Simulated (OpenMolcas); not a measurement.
# HS− (hydrosulfide), step by step

We compute the energy (UHF/pcseg-0), then a single-point energy (CASSCF(2,2)/pcseg-0), then the energy (CASPT2(2,2)/pcseg-0), then a single-point energy (SC-NEVPT2(2,2)/pcseg-0), then the energy (MRCI(2,2)/pcseg-0) of HS− (hydrosulfide). 

The results are computed with OpenMolcas 26.06.

## Step 1: The molecule

The species is HS− (2 atoms), meant as a singlet with charge -1. As SMILES, `[SH-]`. The S1–H2 distance was set to 2.692 Å, away from the relaxed value.

## Step 2: The energy at UHF/pcseg-0 (run 1)

step1.input

```
>>> EXPORT MOLCAS_PRINT=2

&gateway
  baslib=$CurrDir
  coord
  2
  angstrom
  S        1.724071      -0.563691       0.886485
  H       -0.574700       0.187900      -0.295500
  basis=pcseg-0
  group=NoSym

&seward

&scf
  uhf
  charge=-1
  scramble=0.25
  prorbitals=1 1
```

The basis set pcseg-0 is read from a file made from the Basis Set Exchange's data (not shown).

Command:

```bash
$ export MOLCAS_MEM=1860
$ pymolcas step1.input > step1.log
```

The program printed (excerpt; [...] marks lines left out):

```text
--- Start Module: gateway ---
[...]
--- Stop Module: gateway /rc=_RC_ALL_IS_WELL_ ---
--- Start Module: seward ---
[...]
      Basis functions           15
--- Stop Module: seward /rc=_RC_ALL_IS_WELL_ ---
--- Start Module: scf ---
[...]
       Convergence after  27 Iterations
[...]
::    Total SCF energy                               -397.5113012268
[...]
      Total spin, S                                     0.5578601859
[...]
      Total electronic charge=   18.000000
      Total            charge=   -1.000000
[...]
      Dipole Moment (debye):
      Origin of the operator (angstrom)=    1.6538   -0.5407    0.8504
                   X=  4.3435E-01               Y= -1.4201E-01               Z=  2.2334E-01           Total=  5.0863E-01
      Center of Charge (angstrom)
[...]
--- Stop Module: scf /rc=_RC_ALL_IS_WELL_ ---
[...]
```

It took 2 s on 1 thread of Arm Neoverse V1, shared host; peak memory 0.37 GiB.

## Step 3: The energy at CASSCF(2,2)/pcseg-0 (run 2)

step2.input

```
* HS CASSCF
&GATEWAY
BasLib=$CurrDir
Coord
2
angstrom
S        1.724071      -0.563691       0.886485
H       -0.574700       0.187900      -0.295500
Basis=pcseg-0
Group=NoSym
&SEWARD
&RASSCF
FileOrb=$CurrDir/step1.UnaOrb
Spin=1
Nactel=2 0 0
Inactive=8
Ras2=2
OrbListing=Nothing
```

The basis set pcseg-0 is read from a file made from the Basis Set Exchange's data (not shown).

Command:

```bash
$ export MOLCAS_MEM=1860
$ pymolcas step2.input > step2.log
```

The program printed (excerpt; [...] marks lines left out):

```text
--- Start Module: gateway ---
[...]
--- Stop Module: gateway /rc=_RC_ALL_IS_WELL_ ---
--- Start Module: seward ---
[...]
      Basis functions           15
--- Stop Module: seward /rc=_RC_ALL_IS_WELL_ ---
--- Start Module: rasscf ---
[...]
      Number of active orbitals                  2
[...]
      Spin quantum number                      0.0
[...]
      Active orbitals                            2
[...]
      Number of CSFs                             3
[...]
      Number of root(s) required                 1
[...]
      Convergence after  9 iterations
[...]
      printout of CI-coefficients larger than  0.05 for root  1
      energy=    -397.525473
      conf/sym  11     Coeff  Weight
             1  20  -0.90284 0.81513
             3  02   0.42997 0.18487
      Natural orbitals and occupation numbers for root  1
      sym 1:   1.630258   0.369742
      ************************************************************************************************************************
      *                                                    Final results                                                     *
[...]
::    RASSCF root number  1 Total energy:   -397.52547257
[...]
      Total electronic charge=   18.000000
      Total            charge=   -1.000000
[...]
      Dipole Moment (debye):
      Origin of the operator (angstrom)=    1.6538   -0.5407    0.8504
                   X=  1.0910E+00               Y= -3.5671E-01               Z=  5.6097E-01           Total=  1.2776E+00
      Center of Charge (angstrom)
[...]
--- Stop Module: rasscf /rc=_RC_ALL_IS_WELL_ ---
[...]
```

Wall time 1.6 s (1 thread of Arm Neoverse V1, shared host); peak memory 0.37 GiB.

## Step 4: The energy at CASPT2(2,2)/pcseg-0 (run 3)

step3.inp

```
&GATEWAY
 BasLib=$CurrDir
 Coord
 2
 angstrom
 S        1.724071      -0.563691       0.886485
 H       -0.574700       0.187900      -0.295500
 Basis=pcseg-0
 Group=NoSym

&SEWARD

&RASSCF
 FileOrb=$CurrDir/step2.RasOrb
 Spin=1
 Nactel=2 0 0
 Inactive=8
 Ras2=2
 OrbListing=Nothing

&CASPT2
 Imaginary=0.1
 Frozen=5
```

The basis set pcseg-0 is read from a file made from the Basis Set Exchange's data (not shown).

Command:

```bash
$ export MOLCAS_MEM=1860
$ pymolcas step3.inp > step3.log
```

The program printed (excerpt; [...] marks lines left out):

```text
--- Start Module: gateway ---
[...]
--- Stop Module: gateway /rc=_RC_ALL_IS_WELL_ ---
[...]
      Basis functions           15
[...]
--- Start Module: rasscf ---
[...]
      Number of active orbitals                  2
[...]
      Spin quantum number                      0.0
[...]
      Active orbitals                            2
[...]
      Number of CSFs                             3
[...]
      Number of root(s) required                 1
[...]
      Convergence after  4 iterations
[...]
      printout of CI-coefficients larger than  0.05 for root  1
      energy=    -397.525473
      conf/sym  11     Coeff  Weight
             1  20  -0.90285 0.81513
             3  02   0.42996 0.18487
      Natural orbitals and occupation numbers for root  1
      sym 1:   1.630269   0.369731
      ************************************************************************************************************************
      *                                                    Final results                                                     *
[...]
::    RASSCF root number  1 Total energy:   -397.52547257
[...]
      Total electronic charge=   18.000000
      Total            charge=   -1.000000
[...]
      Dipole Moment (debye):
      Origin of the operator (angstrom)=    1.6538   -0.5407    0.8504
                   X=  1.0911E+00               Y= -3.5672E-01               Z=  5.6100E-01           Total=  1.2776E+00
      Center of Charge (angstrom)
[...]
--- Stop Module: rasscf /rc=_RC_ALL_IS_WELL_ ---
--- Start Module: caspt2 ---
[...]
 ###    WARNING: User changed nr of frozen orbitals.                         ###
 ###############################################################################
[...]
      E2 (Variational):          -0.0326543310
      Total energy:            -397.5581268987
[...]
      Reference weight:           0.98687
[...]
::    CASPT2 Root  1     Total energy:   -397.55812690
[...]
--- Stop Module: caspt2 /rc=_RC_ALL_IS_WELL_ ---
[...]
```

Run time: 1.6 s. Hardware: 1 thread of Arm Neoverse V1, shared host; peak memory 0.37 GiB.

## Step 5: The energy at SC-NEVPT2(2,2)/pcseg-0 (run 4)

step4.inp

```
>>> EXPORT MOLCAS_PRINT=2
&GATEWAY
BASLIB=$CurrDir
COORD
2
angstrom
S        1.724071      -0.563691       0.886485
H       -0.574700       0.187900      -0.295500
BASIS=pcseg-0
GROUP=NoSym
&SEWARD
&RASSCF
FILEORB=$CurrDir/step2.RasOrb
SPIN=1
NACTEL=2 0 0
INACTIVE=8
RAS2=2
ORBLISTING=Nothing
&CASPT2
SC-NEVPT2
FROZEN=5
```

The basis set pcseg-0 is read from a file made from the Basis Set Exchange's data (not shown).

Command:

```bash
$ export MOLCAS_MEM=1860
$ pymolcas step4.inp > step4.log
```

The program printed (excerpt; [...] marks lines left out):

```text
--- Start Module: gateway ---
[...]
--- Stop Module: gateway /rc=_RC_ALL_IS_WELL_ ---
[...]
      Basis functions           15
[...]
--- Start Module: rasscf ---
[...]
      Number of active orbitals                  2
[...]
      Spin quantum number                      0.0
[...]
      Active orbitals                            2
[...]
      Number of CSFs                             3
[...]
      Number of root(s) required                 1
[...]
      Convergence after  4 iterations
[...]
      printout of CI-coefficients larger than  0.05 for root  1
      energy=    -397.525473
      conf/sym  11     Coeff  Weight
             1  20  -0.90285 0.81513
             3  02   0.42996 0.18487
      Natural orbitals and occupation numbers for root  1
      sym 1:   1.630269   0.369731
      ************************************************************************************************************************
      *                                                    Final results                                                     *
[...]
::    RASSCF root number  1 Total energy:   -397.52547257
[...]
      Total electronic charge=   18.000000
      Total            charge=   -1.000000
[...]
      Dipole Moment (debye):
      Origin of the operator (angstrom)=    1.6538   -0.5407    0.8504
                   X=  1.0911E+00               Y= -3.5672E-01               Z=  5.6100E-01           Total=  1.2776E+00
      Center of Charge (angstrom)
[...]
--- Stop Module: rasscf /rc=_RC_ALL_IS_WELL_ ---
--- Start Module: caspt2 ---
[...]
 ###    WARNING: User changed nr of frozen orbitals.                         ###
 ###############################################################################
[...]
      E2 (Variational):          -0.0318289431
[...]
      E2 (Variational):          -0.0318249553
      Total energy:            -397.5572975230
[...]
      Reference weight:           0.98815
[...]
::    SC-NEVPT2 Root  1     Total energy:   -397.55729752
[...]
--- Stop Module: caspt2 /rc=_RC_ALL_IS_WELL_ ---
[...]
```

Run time: 1.6 s. Hardware: 1 thread of Arm Neoverse V1, shared host; peak memory 0.37 GiB.

## Step 6: A single-point energy at MRCI(2,2)/pcseg-0 (run 5)

step5.input

```
&GATEWAY
 BasLib
 $CurrDir
 Coord
 2
 angstrom
 S        1.724071      -0.563691       0.886485
 H       -0.574700       0.187900      -0.295500
 Basis
 pcseg-0
 Group
 NoSym

&SEWARD

&RASSCF
 FileOrb
 $CurrDir/step2.RasOrb
 Spin
 1
 Nactel
 2 0 0
 Inactive
 8
 Ras2
 2
 OrbListing
 Nothing

&MOTRA
 LumOrb
 Frozen
 5

&GUGA
 Electrons
 8
 Spin
 1
 Inactive
 3
 Active
 2
 CIAll
 1

&MRCI
 SDCI
```

The basis set pcseg-0 is read from a file made from the Basis Set Exchange's data (not shown).

Command:

```bash
$ export MOLCAS_MEM=1860
$ pymolcas step5.input > step5.log
```

The program printed (excerpt; [...] marks lines left out):

```text
--- Start Module: gateway ---
[...]
--- Stop Module: gateway /rc=_RC_ALL_IS_WELL_ ---
[...]
      Basis functions           15
[...]
      Number of active orbitals                  2
[...]
      Spin quantum number                      0.0
[...]
      Active orbitals                            2
[...]
      Number of CSFs                             3
[...]
      Number of root(s) required                 1
[...]
      Convergence after  4 iterations
[...]
      printout of CI-coefficients larger than  0.05 for root  1
      energy=    -397.525473
      conf/sym  11     Coeff  Weight
             1  20  -0.90285 0.81513
             3  02   0.42996 0.18487
      Natural orbitals and occupation numbers for root  1
      sym 1:   1.630269   0.369731
      ************************************************************************************************************************
      *                                                    Final results                                                     *
[...]
::    RASSCF root number  1 Total energy:   -397.52547257
[...]
      Dipole Moment (debye):
      Origin of the operator (angstrom)=    1.6538   -0.5407    0.8504
                   X=  1.0911E+00               Y= -3.5672E-01               Z=  5.6100E-01           Total=  1.2776E+00
      Center of Charge (angstrom)
[...]
      *** WARNING: Default frozen orbitals is overwritten by user input.
      *** Default values:   5
[...]
--- Start Module: guga ---
[...]
--- Stop Module: guga /rc=_RC_ALL_IS_WELL_ ---
--- Start Module: mrci ---
[...]
       (But an ACPF correction will be computed)
       USE THE DEFAULT ACPF G-VALUE GFAC=  0.25000000000000000
[...]
                      CI ENERGY:  -397.56385841
[...]
                ACPF CORRECTION:    -0.00056758
[...]
      Total electronic charge=   18.000000
      Total            charge=   -1.000000
[...]
     ACPF CORRECTION:     -0.00056758
[...]
  CI State   1     Total energy:   -397.56385841     QDav:     -0.00076052     QACPF:     -0.00056758
[...]
--- Stop Module: mrci /rc=_RC_ALL_IS_WELL_ ---
[...]
```

It took 1.7 s on 1 thread of Arm Neoverse V1, shared host; peak memory 0.37 GiB.

## Step 7: Summary of results

```
                                                                 quantity          value
                                         run 1, UHF/pcseg-0: total energy  -397.51130 Eh
                                          run 1, UHF/pcseg-0: HOMO energy       -1.04 eV
                                          run 1, UHF/pcseg-0: LUMO energy        7.29 eV
run 1, UHF/pcseg-0: HOMO–LUMO gap (to an unbound level, set by the basis)        8.33 eV
                                                 run 1, UHF/pcseg-0: ⟨S²⟩          0.869
                                 run 2, CASSCF(2,2)/pcseg-0: total energy  -397.52547 Eh
                                 run 3, CASPT2(2,2)/pcseg-0: total energy  -397.55813 Eh
                              run 4, SC-NEVPT2(2,2)/pcseg-0: total energy  -397.55730 Eh
                                   run 5, MRCI(2,2)/pcseg-0: total energy  -397.56386 Eh
```

In words: ⟨S²⟩ (run 1, UHF/pcseg-0) is 0.87 where a pure singlet has 0.00: the reference is spin-contaminated.
